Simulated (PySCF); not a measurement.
Potential energy curve for SMILES C=O (CH2O). The C1–O4 bond (C1 also carries H, H; O4 carries nothing else) is varied alone, starting from the PBE0/def2-TZVP optimised geometry. Each curve is given relative to its own lowest point near equilibrium.

| R / Å | A | B | C | D |
|---|---|---|---|---|
| 0.95 | 628.5 | 573.4 | 621.7 | 625.9 |
| 1.01 | 346.0 | 304.0 | 341.3 | 343.2 |
| 1.08 | 147.9 | 119.6 | 144.9 | 145.2 |
| 1.13 | 66.9 | 47.6 | 64.8 | 64.3 |
| 1.15 | 45.0 | 29.3 | 43.3 | 42.5 |
| 1.20 | 11.0 | 3.9 | 10.1 | 8.8 |
| 1.23 | 2.1 | 0.0 | 1.7 | 1.0 |
| 1.26 | 0.0 | 2.9 | 0.0 | 0.0 |
| 1.31 | 8.4 | 19.5 | 9.0 | 10.1 |
| 1.40 | 48.9 | 74.7 | 50.1 | 53.3 |
| 1.49 | 107.4 | 148.2 | 108.5 | 114.1 |
| 1.63 | 210.1 | 268.8 | 208.7 | 220.8 |
| 1.81 | 335.8 | 400.4 | 326.4 | 351.8 |
| 1.99 | 438.3 | 503.8 | 416.0 | 451.5 |
| 2.14 | 501.3 | 566.0 | 466.6 | 509.3 |
| 2.41 | 567.4 | 631.6 | 515.3 | 568.1 |
| 2.63 | 591.9 | 658.8 | 532.1 | 587.7 |
| 2.95 | 606.7 | 679.0 | 542.1 | 597.6 |
| 3.24 | 611.6 | 687.5 | 545.5 | 600.4 |
| 3.61 | 614.0 | 692.2 | 547.1 | 601.9 |
| 4.14 | 615.1 | 694.4 | 547.9 | 602.8 |

Energies in kJ/mol.

Problem. Which curve belongs to which method? The methods are CASSCF(4,4)/6-31G (PySCF); SC-NEVPT2 on CASSCF(4,4)/6-31G, all electrons correlated in PySCF; CCSD(T) on UHF/6-31G, 2 core orbitals frozen run with PySCF; unrestricted B3LYP/6-31G (PySCF 2.14.0).

Solution. A is NEVPT2; B is UKS-B3LYP; C is CASSCF(4,4); D is UCCSD(T).

The unrestricted determinant behind UKS-B3LYP is spin-contaminated at 1.63 to 4.14 Å (<S²> up to 2.0, against 0.00 for a pure singlet). The unrestricted determinant behind UCCSD(T) is spin-contaminated at 1.23 to 4.14 Å (<S²> up to 2.0, against 0.00 for a pure singlet).
